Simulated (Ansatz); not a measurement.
Computed with Ansatz on PBE0-D4/def2-TZVP structures; ΔE is electronic, products minus reactants. CBS: MP2 limit from def2 TZ/QZ plus the TZ coupled-cluster correction, frozen cores. DFT in def2-TZVPP. B3LYP here is the variant with VWN-RPA as its local correlation; programs differ in this. Each species was taken in one conformer, which may not be the lowest.

Reaction (isomerisation): `CC(C)=CN` → `CC1CCN1`

| level | ΔE (kJ/mol) |
| --- | --- |
| r2SCAN-D4 | 69.9 |
| B3LYP-D4 | 75.7 |
| PBE | 67.8 |
| B3LYP | 77.6 |
| CCSD/def2-TZVPP | 55.6 |
| SCS-MP2/def2-QZVPP | 58.2 |
| HF/CBS(def2) | 64.7 |
| CCSD/CBS(def2) | 58.6 |

What does CCSD(T)/CBS give? (An estimate is asked.)

Computed: +60.9 kJ/mol. The listed levels differ from it by 9.0, 14.8, 6.9, 16.7, -5.3, -2.7, 3.8, -2.3 kJ/mol.

Largest T1 diagnostic among the species: 0.010.

From PBE to PBE0 (25 % exact exchange), in def2-TZVPP and without D4, ΔE moves by −10.0 kJ/mol. In def2-TZVPP, CCSD(T) changes the Hartree–Fock value by −6.3 kJ/mol (the triples alone add +2.3 kJ/mol) and MP2 by −6.4 kJ/mol.
